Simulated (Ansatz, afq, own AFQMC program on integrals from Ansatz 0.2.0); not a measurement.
Where AFQMC and coupled cluster stand for Al, doublet

A free Al atom.

Basis def2-TZVP. Only valence electrons are correlated. AFQMC by an in-house program on the Cholesky factors that Ansatz 0.2.0 writes for its CCSD(T) run. The CISD trial takes its coefficients from CCSD amplitudes. Released means that phaseless walkers are propagated on without the constraint, phases kept. Free AFQMC starts from the CCSD state and is never constrained. Its projection time is finite, and what remains of the start isn't in its error. Error bars are statistical, one sigma.

Determinant: UHF, the one that the program's search chose, which needn't be the lowest solution.

Full CI on the same integrals is exact in this basis and with this determinant's frozen core.

```
T1 diagnostic                               : 0.0178
weight of the determinant in the CISD state : 0.931
⟨S²⟩ of the determinant                     : 0.770
size of the correlated space                : 3 electrons in 32 orbitals
```

Reference: full CI, correlation energy -1.414 eV. The released energy is read at 1.50 1/Eh (meV from the phaseless value at times in 1/Eh: -0.3 ± 0.9 at 0.24, -0.8 ± 0.9 at 0.50, -1.3 ± 0.7 at 1.00, -2.0 ± 0.6 at 1.50).

```tsv
level	E − E(reference) (kJ/mol)	share of correlation (%)
HF	136.4	0.00
MP2	44.6	67.33
CCSD	4.2	96.96
CCSD(T)	1.3	99.08
ph-AFQMC/HF	5.6 ± 0.9	95.88
ph-AFQMC/CISD	0.3 ± 0.09	99.78
released AFQMC	0.1 ± 0.06	99.92
free AFQMC	0.0 ± 0.04	100.02
```

Free projections are given only where their last times agree within the noise and don't stop above the reference; a slow remainder of the start can still hide under it. A walk keeps the symmetry of its determinant, which the program's search chose and which needn't be the lowest solution, so a lower state of the same spin and another symmetry isn't excluded. Released energies are given only where the last usable release times agree within the noise; a slower fall can still hide under it.
